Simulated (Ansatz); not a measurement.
Born–Oppenheimer molecular dynamics of CH₄BF (7 atoms, charge 0, multiplicity 1). It starts from a relaxed structure.

Computed with RKS B3LYP-D4/def2-mTZVP in Ansatz.

```json
{"ensemble": "NVE (velocity Verlet)", "time step": "0.25 fs", "steps asked": "166", "starting velocities drawn for": "2000 K", "seed": "446744"}
```

First frame:

```xyz
7
Properties=species:S:1:pos:R:3
B 0.025 -0.012 -0.005
H -0.045 -0.293 1.154
C 1.358 0.008 -0.809
H 1.830 -0.982 -0.782
H 1.243 0.307 -1.852
H 2.081 0.679 -0.331
F -1.129 0.294 -0.601
```

Question: What does the run give?

Answer: The run went to its last step.

```
steps done                                               : 166
time covered                                             : 41.5 fs
mean temperature over the second half                    : 1025 K
spread of the potential energy over the second half      : 25.1 meV per atom
mean potential energy of the second half above the start : 90.2 meV per atom
```

The conserved energy stayed within 0.22 meV per atom of its start (net change 0.15 meV per atom), so the integration is sound. A run of 0.042 ps of so small a system gives no equilibrium averages.

Question: What happens to the structure?

Answer: The same pairs are bonded in the first frame and the last. Pairs count as bonded within 1.25 times the sum of covalent radii (0.12 Å more for H–H). The details hang on the random start.

Question: How do temperature and energy run in time?

Answer: 
| time (fs) | T (K) | potential energy less start (eV) | conserved less start (meV/atom) |
| --- | --- | --- | --- |
| 0 | 2000 | 0.000 | 0.00 |
| 2 | 1448 | 0.358 | 0.15 |
| 4 | 843 | 0.748 | 0.13 |
| 6 | 357 | 1.063 | 0.19 |
| 8 | 382 | 1.047 | 0.21 |
| 10 | 1091 | 0.588 | 0.10 |
| 12 | 1484 | 0.334 | 0.06 |
| 14 | 1211 | 0.511 | 0.14 |
| 16 | 861 | 0.737 | 0.13 |
| 18 | 536 | 0.948 | 0.20 |
| 20 | 771 | 0.796 | 0.17 |
| 22 | 1307 | 0.448 | 0.08 |
| 24 | 1398 | 0.390 | 0.13 |
| 26 | 1230 | 0.498 | 0.10 |
| 28 | 782 | 0.788 | 0.15 |
| 30 | 524 | 0.956 | 0.20 |
| 32 | 849 | 0.745 | 0.14 |
| 34 | 1230 | 0.498 | 0.10 |
| 36 | 1267 | 0.475 | 0.09 |
| 38 | 967 | 0.669 | 0.14 |
| 40 | 753 | 0.807 | 0.18 |

Time of the run: 4.8 min on 1 thread of Arm Neoverse V1, on a shared host, peak memory 0.11 GiB.
